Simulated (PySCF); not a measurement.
## AlF at M06-L

Computed with M06-L; PySCF, no relativity, basis sets Al STO-3G, F STO-3G.

For AlF, the state is ¹Σ⁺ (singlet), closed shell and the bond length is 1.643 Å. The harmonic wavenumber is 928 cm⁻¹, the force constant is 5.66 mdyn/Å and the rotational constant Be is 0.5602 cm⁻¹. The anharmonicity ωexe is 2.87 cm⁻¹. The vibration–rotation constant αe is 0.00332 cm⁻¹. The well depth De to Al + F is 792 kJ/mol. The dissociation energy D0 is 786 kJ/mol. The HOMO–LUMO gap is 6.38 eV. The bond order (Mayer) is 1.22 and the dipole moment (positive dipole means Al(−)F(+)) is -0.58 D.

STO-3G is very small, so such numbers show the basis as much as the molecule.
